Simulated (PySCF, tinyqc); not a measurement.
Worked calculation: coupled-perturbed Hartree-Fock on RHF in the sto-6g basis, for CH+, spin multiplicity 1. The lowest restricted solution is unstable here: a spin-polarised one lies 0.0133 hartree lower (PySCF). One step of it, computed by the program tinyqc.

Task: Coupled step 2. U_ai = -(mu_ai + sum_bj [4 (ai|bj) - (ab|ij) - (aj|bi)] U_bj) / (e_a - e_i); alpha = -4 sum U_ai mu_ai.

U after step 1:
```
          i1         i2         i3
a4  0.000000   0.000000   0.000000
a5  0.000000   0.000000   0.000000
a6  0.001523  -0.046667  -2.341651
```

dipole integrals <a|z|i> (bohr):
```
           i1        i2        i3
a4   0.000000  0.000000  0.000000
a5   0.000000  0.000000  0.000000
a6  -0.056633  0.202012  1.453270
```

orbital energies (hartree): MO1 -11.763617, MO2 -1.105785, MO3 -0.744687, MO4 -0.234193, MO5 -0.234193, MO6 -0.139617

Two-electron integrals over orbitals (pq|rs), unique and non-zero (hartree):
```
(11|11) 3.526669    (21|11) -0.355603   (21|21) 0.058167    (22|11) 0.825487
(22|21) -0.016042   (22|22) 0.580798    (31|11) 0.095031    (31|21) -0.013935
(31|22) 0.009364    (31|31) 0.017327    (32|11) -0.085428   (32|21) 0.006097
(32|22) -0.007687   (32|31) 0.016594    (32|32) 0.107814    (33|11) 0.688808
(33|21) -0.008259   (33|22) 0.514010    (33|31) -0.004599   (33|32) -0.027806
(33|33) 0.535013    (41|41) 0.021942    (42|41) 0.027583    (42|42) 0.121282
(43|41) -0.007259   (43|42) -0.027173   (43|43) 0.031796    (44|11) 0.853376
(44|21) -0.010227   (44|22) 0.593861    (44|31) 0.002526    (44|32) -0.047061
(44|33) 0.511942    (44|44) 0.673218    (51|51) 0.021942    (52|51) 0.027583
(52|52) 0.121282    (53|51) -0.007259   (53|52) -0.027173   (53|53) 0.031796
(54|54) 0.036281    (55|11) 0.853376    (55|21) -0.010227   (55|22) 0.593861
(55|31) 0.002526    (55|32) -0.047061   (55|33) 0.511942    (55|44) 0.600655
(55|55) 0.673218    (61|11) 0.083440    (61|21) -0.015148   (61|22) -0.000331
(61|31) -0.007652   (61|32) -0.015748   (61|33) 0.007264    (61|44) 0.002263
(61|55) 0.002263    (61|61) 0.013049    (62|11) -0.139150   (62|21) 0.002933
(62|22) -0.076397   (62|31) -0.013487   (62|32) -0.028239   (62|33) -0.011702
(62|44) -0.075617   (62|55) -0.075617   (62|61) 0.009348    (62|62) 0.063710
(63|11) -0.244935   (63|21) 0.004568    (63|22) -0.111817   (63|31) 0.001871
(63|32) 0.070417    (63|33) -0.065581   (63|44) -0.136953   (63|55) -0.136953
(63|61) -0.003564   (63|62) 0.054724    (63|63) 0.162201    (64|41) -0.005872
(64|42) -0.025241   (64|43) -0.011341   (64|64) 0.017567    (65|51) -0.005872
(65|52) -0.025241   (65|53) -0.011341   (65|65) 0.017567    (66|11) 0.533066
(66|21) -0.004396   (66|22) 0.444133    (66|31) 0.009341    (66|32) 0.076745
(66|33) 0.479097    (66|44) 0.409340    (66|55) 0.409340    (66|61) -0.005641
(66|62) 0.004293    (66|63) 0.083651    (66|66) 0.599402
```

Give: U after step 2; polarisability.

Result:

U after step 2:
```
       i1      i2      i3
a4  0.000   0.000   0.000
a5  0.000   0.000   0.000
a6  0.001  -0.009  -2.366
```

polarisability = 13.761 bohr^3
